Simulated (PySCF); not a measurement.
Species: C5H4.
Atom-mapped SMILES: `[CH:1]#[C:2][CH:3]=[C:4]=[CH2:5]` (hydrogens: H6 on C1; H7 on C3; H8, H9 on C5)

The calculation used EOM-IP-CCSD/aug-cc-pVDZ in PySCF, restricted Hartree–Fock reference, 5 core orbitals frozen, non-relativistic, gas phase, PBE0-D3(BJ)/def2-SVP geometry.

Hartree–Fock orbital energies give these Koopmans values (eV): HOMO 9.31, HOMO-1 10.75, HOMO-2 10.86, HOMO-3 12.66, HOMO-4 16.83, HOMO-5 17.55, HOMO-6 17.94, HOMO-7 19.24.

Task: What vertical ionisation energies does EOM-IP-CCSD give?

Result: 
```
leading hole (HF orbital)  Koopmans (eV)  EOM-IP-CCSD (eV)  change (eV)  one-hole share
                     HOMO           9.31              9.29        -0.02            0.96
                   HOMO-1          10.75             10.46        -0.29            0.95
                   HOMO-2          10.86             10.64        -0.22            0.96
                   HOMO-3          12.66             12.05        -0.61            0.94
                   HOMO-4          16.83             15.38        -1.45            0.92
                   HOMO-5          17.55             15.82        -1.73            0.93
                   HOMO-6          17.94             16.00        -1.94            0.93
                   HOMO-7          19.24             17.32        -1.92            0.92
```

Task: Does the order of the lines follow the orbital energies?

Result: Yes, no two lines change places. The corrections run from -1.94 to -0.02 eV, with a mean of -1.02 eV over the 8 lines; no line lies above its Koopmans value. Koopmans values leave out both the relaxation of the orbitals and the change in correlation energy.

Task: At what kinetic energies would He I light (21.22 eV) eject these electrons?

Result: 11.93 eV (HOMO), 10.76 eV (HOMO-1), 10.58 eV (HOMO-2), 9.17 eV (HOMO-3), 5.84 eV (HOMO-4), 5.40 eV (HOMO-5), 5.22 eV (HOMO-6), 3.90 eV (HOMO-7).

Task: What total energy has the lowest final state, and which wavelength reaches it?

Result: E(CCSD) + ionisation energy = -192.24377 + 0.34153 = -191.90224 Eh, at the geometry of the initial state. The threshold wavelength is 1239.84 eV nm/9.29 eV = 133.5 nm.

One root was sought for each valence orbital with −ε under 21 eV, eight at most, so deeper holes and satellites are missing; no vibrational structure.
